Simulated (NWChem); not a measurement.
# One shape, several levels: C2F2 (SMILES FC#CF)

Aim: a comparison of 5 runs (BLYP/cc-pVTZ, PBE/cc-pVTZ, SVWN5/cc-pVTZ, TPSS/cc-pVTZ, revPBE/cc-pVTZ) of C2F2. 

Program for the calculation: NWChem 7.3.0.

**1. The structure to begin with**

The species is C2F2 (4 atoms), meant as a singlet with charge 0. SMILES: `FC#CF`. The coordinates come from a PBE0-D4/def2-TZVP relaxation.

Bond lengths: F1–C2 1.277 Å, C2–C3 1.184 Å, C3–F4 1.277 Å. Angles: F1–C2–C3 180.0°, C2–C3–F4 180.0°.

**2. Energy and gradient at BLYP/cc-pVTZ (run 1)**

work.xyz reads:

```xyz
4
C2F2
F     -0.136400     0.128000     1.852800
C     -0.033700     0.030200     0.583200
C      0.061400    -0.060400    -0.593400
F      0.164100    -0.158200    -1.863000
```

run.py reads:

```python
from ase.io import read
from ase.calculators.nwchem import NWChem

atoms = read('work.xyz')

calc = NWChem(
    label='work',
    theory='dft',
    memory='2200 mb',
    basis='cc-pVTZ',
    basispar='spherical bse',
    dft={'xc': 'becke88 lyp', 'mult': '1', 'grid': 'fine', 'convergence': 'energy 1e-08', 'iterations': '100', 'mulliken': None},
)
atoms.calc = calc

forces = atoms.get_forces()
print("Total energy (eV):", round(atoms.get_potential_energy(), 6))
print("forces (eV/A):")
for s, f in zip(atoms.symbols, forces):
    print(f"{s:2s} {f[0]:10.5f} {f[1]:10.5f} {f[2]:10.5f}")
print("dipole (e A):", atoms.get_dipole_moment().round(4))
```

Run with:

```console
$ export ASE_NWCHEM_COMMAND="nwchem PREFIX.nwi > PREFIX.nwo"
$ python run.py
```

What it wrote:

```text
Total energy (eV): -7505.63074
forces (eV/A):
F    -0.09544    0.09091    1.18009
C    -0.00972    0.00926    0.12043
C     0.00972   -0.00926   -0.12048
F     0.09544   -0.09091   -1.18003
dipole (e A): [ 0. -0. -0.]
```

The calculator wrote work.nwi:

```
title "work"

permanent_dir work

scratch_dir work

start work

geometry units angstrom nocenter noautosym noautoz
  F  -1.3639999999999999e-01 1.2800000000000000e-01 1.8528000000000000e+00
  C  -3.3700000000000001e-02 3.0200000000000001e-02 5.8320000000000005e-01
  C  6.1400000000000003e-02 -6.0400000000000002e-02 -5.9340000000000004e-01
  F  1.6410000000000000e-01 -1.5820000000000001e-01 -1.8630000000000000e+00
end

memory 2200 mb

basis spherical bse noprint
   * library cc-pVTZ
end

dft
  xc becke88 lyp
  mult 1
  grid fine
  convergence energy 1e-08
  iterations 100
  mulliken
end

task dft gradient
```

work.nwo:

```text
Northwest Computational Chemistry Package (NWChem) 7.3.0
             --------------------------------------------------------

           Job information
           ---------------

    nwchem branch   = 7.3.0
    use scalapack   = T
    input           = work.nwi
    prefix          = work.
    data base       = work/work.db
    status          = startup
    nproc           =        1

           Memory information
           ------------------

[... 5 lines left out ...]
    hardfail = no
[... 88 lines left out ...]
  convergence criterion.
[... 37 lines left out ...]
          Spatial weights used:  Erf1
[... 32 lines left out ...]
 1-e energy   =    -568.502971
[... 40 lines left out ...]
           Coulomb energy =      229.789641638889
[... 925 lines left out ...]
          Convergence on density requested:  1.00D-05
[... 23 lines left out ...]
          total energy or number of iterations.
[... 35 lines left out ...]
                 ----------------------------------------
                 |  Time  |  1-e(secs)   |  2-e(secs)   |
                 ----------------------------------------
                 |  CPU   |       0.01   |       6.03   |
                 ----------------------------------------
                 |  WALL  |       0.01   |       6.03   |
                 ----------------------------------------

 Task  times  cpu:       23.5s     wall:       23.5s
 Total times  cpu:       23.5s     wall:       23.5s
```

Run time: 25 s. Hardware: 1 thread of Intel Xeon Platinum 8559C (Emerald Rapids), shared host; peak memory 0.13 GiB.

**3. Energy and gradient at PBE/cc-pVTZ (run 2)**

c2f2.nw reads:

```
start c2f2
title "C2F2"
memory 2200 mb
geometry units au noautosym nocenter noautoz
  F   -0.25775864   0.24188494   3.50128456
  C   -0.06368377   0.05706973   1.10208828
  C    0.11602918  -0.11413946  -1.12136348
  F    0.31010406  -0.29895467  -3.52055977
end
basis "ao basis" spherical bse
  F library cc-pVTZ
  C library cc-pVTZ
end
dft
  xc xpbe96 cpbe96
  mult 1
  grid fine
  convergence energy 1e-08
  iterations 100
  mulliken
end
task dft gradient
```

Run with:

```console
$ nwchem c2f2.nw > c2f2.out
```

What it wrote:

```text
[...]
          Wavefunction type:  closed shell.
          No. of atoms     :     4
          No. of electrons :    30
[...]
          Charge           :     0
          Spin multiplicity:     1
[...]
          AO basis - number of functions:   120
[...]
              XC Information
              --------------
          PerdewBurkeErnzerhof Exchange Functional  1.000
            Perdew 1991 LDA Correlation Functional  1.000 local
           PerdewBurkeErnz. Correlation Functional  1.000 non-local
[...]
 d= 0,ls=0.0,diis     1   -275.5062869169 -3.71D+02  7.61D-03  1.03D+00     2.5
[...]
 d= 0,ls=0.0,diis     8   -275.5778844991  6.92D-09  1.32D-06  1.32D-07    16.5
         Total DFT energy =     -275.577884499050
      One electron energy =     -569.360691742135
           Coulomb energy =      229.688230329359
    Exchange-Corr. energy =      -31.416420138768
 Nuclear repulsion energy =       95.510997052494
[...]
  wavefunction    = closed shell
                         DFT ENERGY GRADIENTS
    atom               coordinates                        gradient
                 x          y          z           x          y          z
   1 F      -0.257759   0.241885   3.501285    0.001237  -0.001178  -0.015296
   2 C      -0.063684   0.057070   1.102088    0.001073  -0.001022  -0.013266
   3 C       0.116029  -0.114139  -1.121363   -0.001073   0.001022   0.013266
   4 F       0.310104  -0.298955  -3.520560   -0.001237   0.001178   0.015296
[...]
```

It took 24 s on 1 thread of Intel Xeon Platinum 8559C (Emerald Rapids), shared host; peak memory 0.13 GiB.

Runs 3 to 4 aren't shown in full; the table further down has their settings and results.

**4. Energy and gradient at revPBE/cc-pVTZ (run 5)**

input.xyz reads:

```xyz
4

F     -0.136400     0.128000     1.852800
C     -0.033700     0.030200     0.583200
C      0.061400    -0.060400    -0.593400
F      0.164100    -0.158200    -1.863000
```

input.nw reads:

```
start input
memory total 2200 mb

geometry units angstroms noautosym nocenter noautoz
   load format xyz input.xyz
end

basis spherical bse
   * library cc-pVTZ
end

dft
   xc revpbe cpbe96
   mult 1
   grid fine
   convergence energy 1e-08
   iterations 100
   mulliken
   noprint "final vectors analysis"
end

task dft gradient
```

Run with:

```console
$ nwchem input.nw > input.out
```

What it wrote:

```text
[...]
          Wavefunction type:  closed shell.
          No. of atoms     :     4
          No. of electrons :    30
[...]
          Charge           :     0
          Spin multiplicity:     1
[...]
          AO basis - number of functions:   120
[...]
              XC Information
              --------------
                        RevPBE Exchange Functional  1.000
            Perdew 1991 LDA Correlation Functional  1.000 local
           PerdewBurkeErnz. Correlation Functional  1.000 non-local
[...]
 d= 0,ls=0.0,diis     1   -275.7040633761 -3.71D+02  7.49D-03  8.89D-01     2.5
[...]
 d= 0,ls=0.0,diis     8   -275.7709993943  3.52D-09  9.59D-07  6.87D-08    16.8
         Total DFT energy =     -275.770999394283
      One electron energy =     -569.385367439350
           Coulomb energy =      229.726066290701
    Exchange-Corr. energy =      -31.622702115691
 Nuclear repulsion energy =       95.511003870056
[...]
  wavefunction    = closed shell
                         DFT ENERGY GRADIENTS
    atom               coordinates                        gradient
                 x          y          z           x          y          z
   1 F      -0.257759   0.241885   3.501284    0.001654  -0.001576  -0.020457
   2 C      -0.063684   0.057070   1.102088    0.001059  -0.001009  -0.013106
   3 C       0.116029  -0.114139  -1.121363   -0.001059   0.001009   0.013106
   4 F       0.310104  -0.298955  -3.520560   -0.001654   0.001576   0.020457
[...]
```

Wall time 24 s (1 thread of Intel Xeon Platinum 8559C (Emerald Rapids), shared host); peak memory 0.13 GiB.

**5. All runs side by side**

| run | level | energy (Eh) | dipole moment (D) | HOMO energy (eV) | LUMO energy (eV) | wall time |
| --- | --- | --- | --- | --- | --- | --- |
| 1 | BLYP/cc-pVTZ | -275.826844 | 0.00 | -6.57 | -0.08 | 25 s |
| 2 | PBE/cc-pVTZ | -275.577884 | 0.00 | -6.69 | -0.15 | 24 s |
| 3 | SVWN5/cc-pVTZ | -273.915549 | 0.00 | -6.93 | -0.34 | 25 s |
| 4 | TPSS/cc-pVTZ | -275.880464 | 0.00 | – | – | 26 s |
| 5 | revPBE/cc-pVTZ | -275.770999 | 0.00 | – | – | 24 s |

**6. Summary of results**

| quantity | value |
| --- | --- |
| run 5: total energy | -275.77100 Eh |
| run 5: dipole moment | 0.00 D |
| run 5: largest force on an atom | 1.058 eV/Å |

In words: Over runs 1, 2, 3 the HOMO–LUMO gap runs from 6.49 eV (BLYP/cc-pVTZ) to 6.58 eV (SVWN5/cc-pVTZ). Totals of different functionals can't be ranked against each other. All runs together took 2.1 min, the longest 26 s.
